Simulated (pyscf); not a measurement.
Elementary routes open to `[SiH][AsH2]` [singlet] + `[OH2]` in the gas phase (singlet surface):
A. `[OH][Si][AsH2]` [singlet] + `[H][H]` (H–Si, H–O broken; O–Si, H–H formed)
B. `[OH][SiH2][AsH2]` (H–O broken; O–Si, H–Si formed)
C. `[OH][SiH]=[AsH]` + `[H][H]` (As–H, H–O broken; O–Si, H–H formed)
D. `[O]=[SiH][AsH2]` + `[H][H]` (H–O, H–O broken; O–Si, H–H formed)

Single points on ωB97X-D3(BJ)/def2-SVP structures (PySCF, gas phase).

Q: Rank the routes by free-energy barrier at 600 K, lowest first, for ωB97M-D3(BJ)/def2-TZVP energies (ideal gas, 1 atm, RRHO with modes under 100 cm⁻¹ raised to 100, one conformer, R ln 2 for chiral ones without a mode under 150 cm⁻¹).

A: A (27.9 kcal/mol), B (29.8 kcal/mol), C (36.7 kcal/mol), D (72.0 kcal/mol)

Route A is the fastest of these, ahead of the next by 1.9 kcal/mol. The most stable products are those of B (ΔG = -46.1 kcal/mol), whose barrier is 1.9 kcal/mol higher: the kinetic and the thermodynamic product differ. At 1200 K A is still the fastest. A: On the reactant side the descent ends in an adduct with a O–Si contact, 17.1 kcal/mol under the separated species and 23.5 kcal/mol under the saddle at ωB97X-D3(BJ)/def2-TZVP. B: On the reactant side the descent ends in an adduct with a O–Si contact, 17.1 kcal/mol under the separated species and 25.7 kcal/mol under the saddle at ωB97X-D3(BJ)/def2-TZVP. C: On the reactant side the descent ends in an adduct with a O–Si contact, 17.0 kcal/mol under the separated species and 31.7 kcal/mol under the saddle at ωB97X-D3(BJ)/def2-TZVP. D: On the reactant side the descent ends in an adduct with a O–Si contact, 17.1 kcal/mol under the separated species and 73.8 kcal/mol under the saddle at ωB97X-D3(BJ)/def2-TZVP. Only these routes are compared; each barrier is that of the saddle found, and lower ones may exist. One closed-shell reference is unstable to symmetry breaking; treat the single-reference values with care. Elements up to Kr have no core potential and no relativistic terms here.
